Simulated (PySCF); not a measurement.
Computed with PySCF (xtb for GFN2) and rigid-rotor harmonic-oscillator thermochemistry at 1 bar. Table values come from the NASA 1993 polynomials. All species are closed-shell singlets. The harmonic model lacks anharmonicity and excited electronic states, which grow with temperature; levels with a mode under 35 cm⁻¹ are left out.

Harmonic frequencies at GFN2-xTB (cm⁻¹): 445, 445, 578, 811, 811, 984. Point group C3v; S°(298 K) = 262.8 J/mol/K at this level.

**Question.** Work out Cp and S° of gaseous NF3 at 500, 800, 1200, 1600, 2000 K from these, and set them beside the table.

**Answer.** 
```csv
T (K),Cp GFN2-xTB,Cp table,S° GFN2-xTB,S° table
500,69.6,68.2,295.5,292.4
800,77.0,77.4,330.2,326.8
1200,80.3,81.9,362.2,359.2
1600,81.5,84.4,385.5,383.1
2000,82.1,86.1,403.7,402.1
```
Units J/mol/K.
